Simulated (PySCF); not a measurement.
Species: E-propargylimine, C3H3N.
Numbering: `[H]/[N:2]=[CH:3]/[C:4]#[CH:5]` (hydrogens: H1 on N2; H6 on C3; H7 on C5)

Computed with PySCF at PBE0/pcSseg-1 and wB97X-D/def2-SVPD, non-relativistic, on one gas-phase PBE0-D3(BJ)/def2-SVP geometry that isn't relaxed in the solvent. The solvent is an IEF-PCM continuum (cavity from Bondi-type radii × 1.2). Only the electrostatic response of the medium enters.

Gas phase at PBE0/pcSseg-1: HOMO -8.12 eV, LUMO -1.47 eV, dipole 2.00 D.

Problem. What does the continuum do to the energy, the frontier levels and the dipole at PBE0/pcSseg-1 in dichloromethane and dimethylsulfoxide?

Solution. 
```
          solvent      ε  E(solvent) − E(gas) (kcal/mol)  polarisation term (kcal/mol)  distortion of the solute (kcal/mol)  HOMO (eV)  LUMO (eV)  dipole (D)
  dichloromethane   8.93                           -5.70                         -6.53                                 0.83      -8.19      -1.49        2.46
dimethylsulfoxide  46.83                           -6.73                         -7.90                                 1.17      -8.21      -1.50        2.55
```

The polarisation term is half the interaction of the solute with the surface charges that it induces; the rest is the cost of distorting the solute's density. The sum is the electrostatic part of solvation alone. From dichloromethane to dimethylsulfoxide the lowering changes by a factor 1.18, Onsager's factor (ε − 1)/(2ε + 1) by 1.15 and ε itself by 5.2.

Problem. Which radius a makes the point-dipole formula ΔE = −[(ε − 1)/(2ε + 1)]·μ²/a³ give the value in dimethylsulfoxide, with the gas-phase dipole?

Solution. μ = 0.786 au and |ΔE| = 0.01073 Eh give a = 1.61 Å; the farthest nucleus lies 3.01 Å from the centroid of the nuclei, so such a sphere wouldn't even hold the nuclei. The formula assumes a rigid point dipole at the centre of a sphere.

Problem. Which Hirshfeld charges (PBE0/pcSseg-1) respond most in dichloromethane (means over atoms taken as equivalent)?

Solution. 
| atoms | environment | gas (e) | solvent (e) | change |
| --- | --- | --- | --- | --- |
| N2 | imine nitrogen | -0.209 | -0.239 | -0.030 |
| H6 | hydrogen on a C=N carbon | +0.055 | +0.072 | +0.017 |
| C4 | alkyne carbon | -0.043 | -0.058 | -0.015 |
| H7 | alkyne hydrogen | +0.104 | +0.117 | +0.013 |
| H1 | N–H hydrogen | +0.117 | +0.128 | +0.011 |
| C3 | imine carbon | +0.057 | +0.062 | +0.005 |

Problem. Which Mayer bond orders change most in dichloromethane?

Solution. 
```
 bond  length (Å)    gas  solvent  change
C4–C5       1.213  2.440    2.409  -0.031
N2–C3       1.273  2.056    2.032  -0.024
C5–H7       1.075  1.109    1.117  +0.008
C3–C4       1.436  1.027    1.030  +0.003
H1–N2       1.024  0.932    0.929  -0.003
C3–H6       1.107  0.924    0.925  +0.001
```

Gas phase at wB97X-D/def2-SVPD: HOMO -9.99 eV, LUMO 0.21 eV, dipole 2.01 D.

Problem. What does the continuum do to the energy, the frontier levels and the dipole at wB97X-D/def2-SVPD in dichloromethane?

Solution. 
```json
{"solvent": "dichloromethane", "ε": "8.93", "E(solvent) − E(gas) (kcal/mol)": "-5.67", "polarisation term (kcal/mol)": "-6.73", "distortion of the solute (kcal/mol)": "1.06", "HOMO (eV)": "-10.06", "LUMO (eV)": "0.20", "dipole (D)": "2.61"}
```

Problem. How does the static polarisability (wB97X-D/def2-SVPD, frozen core, with the continuum's full static response) change?

Solution. 
```json
{"medium": "gas", "isotropic (au)": "44.1", "principal values (au)": "28.2, 35.6, 68.5", "⟨r²⟩ of the electrons (bohr²)": "285.8"}
{"medium": "dichloromethane", "isotropic (au)": "56.2", "principal values (au)": "35.3, 45.6, 87.7", "⟨r²⟩ of the electrons (bohr²)": "284.9"}
```

The isotropic value in dichloromethane is 1.27 times the gas-phase one; no cavity-field correction is applied. ⟨r²⟩ is taken about the centre of nuclear charge.

wB97X-D is run here without its empirical dispersion term; that term would change no orbital, density or response property at a fixed geometry.
